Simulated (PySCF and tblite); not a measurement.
C4H7N, numbered as in [C-:1]#[N+:2][CH2:3][CH2:4][CH3:5]. Level: PBE0-D3(BJ)/def2-TZVP (IEF-PCM, chloroform)//PBE0-D3(BJ)/def2-SVP, thermal terms from GFN2-xTB, symmetry numbers and mirror pairs counted. Conformers within 3 kcal/mol (GFN2-xTB free energy) were kept, 8 at most. GIAO shieldings: wB97X-D/pcSseg-1 (IEF-PCM, chloroform). Shifts are against TMS (¹H), TMS (¹³C), NH3 (¹⁵N) at the same level. Codes: tblite and PySCF.

Torsions listed: N2–C3–C4–C5. Of a mirror pair one member is shown.

| conformer | shape | point group | mirror pair | ΔE(DFT) | Δ(G−E) at 400 K | δ H4 (ppm) |
| --- | --- | --- | --- | --- | --- | --- |
| 1 | 61° | C1 | yes | 0.00 | 0.00 | 1.51 |
| 2 | 180° | Cs | no | 0.16 | -0.04 | 1.71 |

Energies in kcal/mol; the thermal term leaves out symmetry numbers and mirror images.

**Question.** Work out the weights at 400 K and the ¹H shift of H4 under fast exchange.

**Answer.** RT = 0.795 kcal/mol. Each conformer gets RT ln(σ/g), with σ the rotational symmetry number and g = 2 for a mirror pair: 1: σ = 1, g = 2, G = 0.00 + 0.00 − 0.55 = -0.55, 0.00 above the lowest, exp(−ΔG/RT) = 1.000; 2: σ = 1, g = 1, G = 0.16 − 0.04 + 0.00 = 0.11, 0.66 above the lowest, exp(−ΔG/RT) = 0.435. The sum is 1.435, so the weights are 69.7, 30.3 %. The averaged shift is 1.57 ppm. At 298.15 K it is 1.57 ppm. At 298.15 K the leading conformer alone gives 1.51 ppm and bare DFT energies give 1.60 ppm.


¹⁵N shifts are against a computed isolated NH3 molecule, about 20 ppm from the liquid.